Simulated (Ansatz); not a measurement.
CH5Al (`[CH3][AlH2]`). Charge 0, multiplicity 1.

```xyz
7

C     0.5209    0.1382    0.7147
Al   -0.6276   -0.1882   -0.8275
H     1.1721   -0.7100    0.9407
H     1.1774    0.9928    0.5087
H    -0.0470    0.3901    1.6140
H    -0.1665   -1.1733   -1.9876
H    -2.0293    0.5504   -0.9630
```

**Question.** Give the diagnostics of a CCSD(T)/def2-TZVPP run (frozen core, Ansatz). (Best estimate.)

**Answer.** The calculation gave: T1 = 0.0088, largest single amplitude 0.008, largest double 0.033, (T) share of the correlation energy 3.0 %, 8 CCSD cycles. The RHF solution is stable towards an unrestricted one. T1 lies under the customary mark of 0.02 for closed shells.
